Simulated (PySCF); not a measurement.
## Spin-rotation constants: SMILES C(=C)C=C, C$_{4}$H$_{6}$

Geometry:
```
atom   x (Å)   y (Å)   z (Å)
  C1   1.717   0.206  -0.653
  C2   0.696  -0.184   0.122
  C3  -0.693   0.185  -0.104
  C4  -1.714  -0.206   0.671
  H5   1.554   0.846  -1.526
  H6   2.745  -0.097  -0.443
  H7   0.895  -0.825   0.989
  H8  -0.891   0.826  -0.971
  H9  -2.742   0.098   0.461
 H10  -1.552  -0.845   1.544
```

Computed with GIAO HF/aug-pcSseg-1 magnetisability, rotational g tensor and spin-rotation constants, non-relativistic, gas phase (PySCF). Geometry: PBE0-D3(BJ)/def2-SVP.

Question: Give the nuclear spin-rotation constants along the inertial axes (H = +C I·J) beside the isotropic shieldings.

Answer: Rotational constants 42.0562, 4.4159, 3.9963 GHz. A star marks the isotopologue with that one atom substituted, in its own axes.
```
atom  isotope  Caa (kHz)  Cbb (kHz)  Ccc (kHz)  mean (kHz)  σ (ppm)
  H5       1H     -3.967      0.377     -0.455      -1.348     26.2
  H6       1H      0.851     -0.156     -0.445       0.084     26.4
  H7       1H     -4.208      0.489     -0.449      -1.389     25.0
  H8       1H     -4.207      0.489     -0.449      -1.389     25.0
  H9       1H      0.850     -0.156     -0.445       0.083     26.4
 H10       1H     -3.967      0.377     -0.455      -1.348     26.2
  C1     13C*     13.464      1.924      0.511       5.300     65.4
  C2     13C*     14.328      2.249      0.557       5.711     44.4
```
For the geometry as given, no vibrational averaging.
